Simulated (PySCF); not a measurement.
**SiO at PBE0**

Computed with PBE0; basis Si x2c-SVPall, O x2c-SVPall; spin-free X2C with a Gaussian nucleus; PySCF 2.14.

For SiO, the state is triplet, unpaired electrons π ↑↑, a mixture of terms (⟨Lz²⟩ = 2.0), a second solution, started from another occupation and the bond length is 1.745 Å. The harmonic wavenumber is 788 cm⁻¹, the force constant is 3.72 mdyn/Å and the rotational constant Be is 0.5441 cm⁻¹. The anharmonicity ωexe is 3.88 cm⁻¹. The vibration–rotation constant αe is 0.00424 cm⁻¹ and the energy of the minimum from ground-state Si + O is -3.84 eV. The bond order (Mayer) is 1.10. The dipole moment (positive dipole means Si(−)O(+)) is -0.87 D.
